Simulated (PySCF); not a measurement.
# A diatomic session: AlH

The task here is to estimate one member of a computed series from the others.

Computed with PySCF 2.14.0. Level: Al def2-SVP, H def2-SVP, no relativity.

Set-up of the first run:

The job is set up so:

- atoms: Al, H
- charge: 0
- basis: Al def2-SVP, H def2-SVP
- Hamiltonian: no relativity
- basis functions: 23
- electrons treated: 14
- masses in u: 26.9815, 1.0078
- levels: PBE0, PBE, r²SCAN, B2PLYP, revPBE, PW91, HSE06, HF, MP2, SCS-MP2, CCSD, CCSD(T)
- grid: 80 radial by 434 angular points
- occupations: held fixed by the projection of orbital angular momentum
- dissociation limit: Al + H, each in its ground configuration
- starting distance in angstrom: 1.515
- values of 2S to try: 0, 2

Run with:

```console
$ OMP_NUM_THREADS=1 python dia.py task.json out
```

Steps of the session up to this table: Input; PBE0 along the bond; Higher solutions at PBE0; PBE; r²SCAN (meta-GGA); B2PLYP; revPBE; PW91; HSE06 (range-separated hybrid); RHF; Adding correlation.

One of the session's tables, all rows but one given; the rest of the session is left out.

It belongs to the step «Constants by level of theory». Differences from CCSD(T) in the same basis:

| level | Re (mÅ) | ωe (%) |
| --- | --- | --- |
| RHF | 0 | +1.9 |
| RHF-MP2 | -4 | +1.9 |
| RHF-SCS-MP2 | -4 | +1.7 |
| RHF-CCSD | -1 | +0.3 |
| PBE | +39 | -7.8 |
| revPBE | +40 | -7.9 |
| PW91 | +35 | -7.4 |
| r²SCAN | +20 | -4.6 |
| PBE0 | +22 | -4.0 |
| HSE06 | ? | ? |
| B2PLYP | +9 | -1.8 |

**Question.** Estimate the row for HSE06.

**Answer.** Re (mÅ): +22; ωe (%): -4.3.
